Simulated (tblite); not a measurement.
Input of a run (GFN2-xTB geometry optimisation, gas phase (tblite 0.8.0)), started from a force field or distance geometry:
```
{"job": {"kind": "relax", "xc": "GFN2-xTB", "basis": "xTB"}, "charge": 0, "multiplicity": 2}
C      3.292900    -0.436100     0.103200
C      1.840400    -0.203200     0.352200
C      0.678800    -0.006600     0.581900
C     -0.744500     0.274500     0.826800
C     -1.586300    -0.851700     0.336200
N     -1.145000     1.566200     0.338300
H      3.334800    -1.304000    -0.584400
H      3.742200     0.496900    -0.325300
H     -0.831800     0.307300     1.948000
H     -2.606000    -0.740200     0.808900
H     -1.191600    -1.863500     0.612600
H     -1.794200    -0.839100    -0.765400
H     -0.941700     1.718700    -0.652100
H     -2.048600     1.880200     0.677100
```

Output (eV, eV/Å):
```
step      E/eV     max force
  0    -476.93449    4.477
  1    -477.24376    5.600
  2    -477.53720    1.565
  3    -477.63721    1.337
  4    -477.73994    0.752
  5    -477.78718    0.738
  6    -477.81296    0.438
  7    -477.82584    0.438
  8    -477.84205    0.412
  9    -477.85494    0.413
 10    -477.86536    0.236
 11    -477.87211    0.201
 12    -477.87636    0.144
 13    -477.87863    0.129
 14    -477.87978    0.081
 15    -477.88046    0.072
 16    -477.88099    0.065
 17    -477.88143    0.059
 18    -477.88188    0.054
 19    -477.88240    0.061
 20    -477.88297    0.063
 21    -477.88349    0.059
 22    -477.88394    0.055
 23    -477.88441    0.064
 24    -477.88502    0.061
 25    -477.88570    0.067
 26    -477.88630    0.057
 27    -477.88686    0.054
 28    -477.88753    0.073
 29    -477.88827    0.080
 30    -477.88888    0.058
 31    -477.88921    0.037
 32    -477.88938    0.033
 33    -477.88952    0.035
 34    -477.88970    0.034
 35    -477.88986    0.029
 36    -477.88999    0.025
 37    -477.89011    0.035
 38    -477.89027    0.041
 39    -477.89047    0.038
 40    -477.89066    0.040
 41    -477.89081    0.031
 42    -477.89093    0.036
 43    -477.89108    0.043
 44    -477.89126    0.040
 45    -477.89142    0.034
 46    -477.89154    0.029
 47    -477.89162    0.024
 48    -477.89167    0.022
 49    -477.89174    0.024
 50    -477.89184    0.026
 51    -477.89197    0.029
 52    -477.89212    0.035
 53    -477.89226    0.039
 54    -477.89239    0.034
 55    -477.89255    0.028
 56    -477.89269    0.030
 57    -477.89280    0.020
 58    -477.89286    0.018
 59    -477.89289    0.013
 60    -477.89292    0.012
 61    -477.89294    0.011
 62    -477.89296    0.013
 63    -477.89298    0.012
 64    -477.89300    0.014
 65    -477.89303    0.014
 66    -477.89307    0.015
 67    -477.89311    0.018
 68    -477.89317    0.022
 69    -477.89323    0.027
 70    -477.89333    0.031
 71    -477.89349    0.037
 72    -477.89373    0.046
 73    -477.89402    0.044
 74    -477.89431    0.044
 75    -477.89447    0.045
 76    -477.89445    0.110
 77    -477.89477    0.033
 78    -477.89486    0.014
 79    -477.89496    0.019
 80    -477.89502    0.030
 81    -477.89508    0.027
 82    -477.89516    0.016
 83    -477.89520    0.012
 84    -477.89523    0.014
 85    -477.89526    0.015
 86    -477.89526    0.033
 87    -477.89535    0.019
 88    -477.89538    0.018
 89    -477.89545    0.017
 90    -477.89547    0.016
 91    -477.89552    0.018
 92    -477.89559    0.021
 93    -477.89564    0.023
 94    -477.89569    0.023
 95    -477.89576    0.023
 96    -477.89587    0.038
 97    -477.89597    0.020
 98    -477.89607    0.019
 99    -477.89614    0.018
100    -477.89620    0.023
101    -477.89627    0.020
102    -477.89638    0.041
103    -477.89649    0.025
104    -477.89656    0.027
105    -477.89660    0.053
106    -477.89664    0.016
107    -477.89668    0.024
108    -477.89672    0.018
109    -477.89674    0.018
110    -477.89676    0.019
111    -477.89678    0.016
112    -477.89679    0.011
113    -477.89679    0.010
```

Q: Summarise the run.

A: The energy falls by 22.2 kcal/mol over 113 L-BFGS steps, the largest force on an atom goes from 4.48 to 0.010 eV/Å, and the atoms move by 0.258 Å rms after alignment. The bond that changes most is C1–C2 (ends: carbon bonded to C and 2 H; carbon bonded to 2 C), which shortens by 0.141 Å. Bonds longer at the end by more than 0.005 Å: 3 of 13; shorter: 9. Among the angles that change most is C2–C1–H7, from 105.2° to 120.8°. Among the dihedrals that turn most is C3–C4–C5–H12, from -81° to -62°. The energy rose by more than 1e-5 eV at step 76. The first step brought 32 % of the lowering.

Q: What are the final bond lengths?

A: C1–C2 1.351 Å, C2≡C3 1.223 Å, C3–C4 1.449 Å, C4–C5 1.545 Å, C4–N6 1.457 Å, C1–H7 1.075 Å, C1–H8 1.075 Å, C4–H9 1.101 Å, C5–H10 1.089 Å, C5–H11 1.087 Å, C5–H12 1.089 Å, N6–H13 1.014 Å, N6–H14 1.014 Å. Numbering counts from 1 in the input's order; the species is `[CH2]C#C[C@H](C)N` [radical].

Hardware: one thread of an Arm Neoverse V1, no GPU, shared host. Cost: 0.49 s of wall time.

Its GFN2-xTB frequencies are all real (lowest 78 cm⁻¹). 2 starts were optimised and ended at 0.00 and 1.00 kcal/mol (GFN2-xTB); the lowest of these is shown.

One conformer stands for the species.

These are computed values.
